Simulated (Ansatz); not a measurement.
Compare A (`C#CCCCC`) with its isomer B (`C=CC(=C)CC`).

Program: Ansatz. Geometries: PBE0-D4/def2-TZVP. ΔE: electronic, gas phase. CCSD(T)/CBS is the MP2 limit (def2-TZVPP, def2-QZVPP) plus CCSD(T) − MP2 in def2-TZVPP, frozen cores. Functionals use def2-TZVPP. B3LYP here is the variant with VWN-RPA as its local correlation; programs differ in this. One conformer a species, not always the lowest.

Problem. Which isomer does CCSD(T)/CBS put lower? Give the gap. (Best estimate.)

Solution. Ansatz gave: B, by 63.4 kJ/mol.

Problem. Give E(B) − E(A) in kJ/mol with CCSD(T)/def2-SVP, CCSD/def2-TZVPP, LDA (SPW92), HF/def2-TZVPP, B3LYP, MP2/def2-TZVPP, B3LYP-D4. (An estimate is asked.)

Solution. Computed: CCSD(T)/def2-SVP -64.5, CCSD/def2-TZVPP -60.0, LDA (SPW92) -77.4, HF/def2-TZVPP -57.9, B3LYP -69.1, MP2/def2-TZVPP -54.2, B3LYP-D4 -75.2. None reverses the order clearly.

Problem. Does the order hold for the free energy at 298.15 K (harmonic terms from PBE0-D4)? (Best estimate.)

Solution. Ansatz gave: Yes: G(B) − G(A) = -59.9 kJ/mol, for one conformer each.

Largest T1 diagnostic: 0.010.

Leaving LDA and LC-ωPBE aside and taking each functional with its dispersion term where it has one, the values, not all of them listed here, spread over 19.3 kJ/mol, from revPBE-D4 to PBE-QIDH. LDA lies −4.9 kJ/mol from PBE without D4. From BLYP to BHLYP (50 % exact exchange), in def2-TZVPP and without D4, E(B) − E(A) moves by +4.9 kJ/mol.
